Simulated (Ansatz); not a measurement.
Ansatz (a program for electronic structure) input (CCSD(T)/def2-SVPD):

Ansatz 0.2 input:
```yaml
crystal:
  periodic: [false, false, false]
  atoms:
    - {symbol: Si, position_ang: [-0.00000000, -0.00000000, -1.13393692]}
    - {symbol: Si, position_ang: [0.00000000, 0.00000000, 1.13393692]}
basis:
  gaussian:
    orbitals: def2-SVPD
total_charge: 1
magnetization: {spin_polarized: true, initial_magnetization: 3}
correlation: {method: ccsd_t, electrons: outside_noble_gas}
```

Output:

```
Functional definition: HF
integrals: 0.02 GiB planned
460 factors; integrals over basis functions are off by at most 9.4e-4 eV
mean field: 0.09 GiB planned
mean field evaluation 1: about -15709.0607 eV, gradient 4.5e0 eV
mean field evaluation 2: about -15709.0611 eV, gradient 4.5e0 eV
mean field evaluation 4: about -15709.3287 eV, gradient 5.6e-1 eV
mean field evaluation 8: about -15709.3359 eV, gradient 3.0e-4 eV
mean field evaluation 16: about -15708.5315 eV, gradient 3.9e0 eV
mean field evaluation 32: about -15709.3359 eV, gradient 1.0e-6 eV
mean field evaluation 64: about -15705.8882 eV, gradient 9.1e-4 eV
mean field evaluation 96: about -15706.5508 eV, gradient 1.4e-1 eV
mean field evaluation 128: about -15706.5511 eV, gradient 2.2e-4 eV
mean field -15709.33591265 eV, -577.3074466194 hartree, gradient 1.0e-6 eV, S^2 3.760244; 7 other end points of the search recorded, 0 dependent functions left out
determinant -15709.33591265 eV, -577.3074466194 hartree, with singles and doubles -15713.39449751 eV, -577.4565968620 hartree
determinant -15707.38326920 eV, -577.2356882964 hartree, with singles and doubles -15710.93286350 eV, -577.3661334809 hartree
determinant -15706.55112235 eV, -577.2051074637 hartree, with singles and doubles -15710.49786720 eV, -577.3501476615 hartree
determinant -15705.88824426 eV, -577.1807471430 hartree, with singles and doubles -15710.44827439 eV, -577.3483251595 hartree
10 core orbitals not correlated
reference -15709.33591265 eV, -577.3074466194 hartree; 5, 2 occupied and 33, 36 virtual orbitals, 460 factors
second order -3.21628382 eV of doubles, -0.00000000 eV of singles
coupled cluster: 0.09 GiB planned
cycle   1  -4.04175399 eV  change   -4.2e-2 eV  update   1.2e-2
cycle   2  -4.04272431 eV  change   -9.7e-4 eV  update   2.9e-3
cycle   3  -4.04316814 eV  change   -4.4e-4 eV  update   7.0e-4
cycle   4  -4.04338903 eV  change   -2.2e-4 eV  update   1.9e-4
cycle   5  -4.04343827 eV  change   -4.9e-5 eV  update   7.3e-5
cycle   6  -4.04346301 eV  change   -2.5e-5 eV  update   2.7e-5
cycle   7  -4.04346638 eV  change   -3.4e-6 eV  update   8.2e-6
perturbative correction -0.22967312 eV, -0.0084403315 hartree
Total energy: -15713.60905215 eV, -577.4644815997 hartree
```

This state (charge 1, quartet) is run at the relaxed geometry of the species with charge 0 and multiplicity 3.
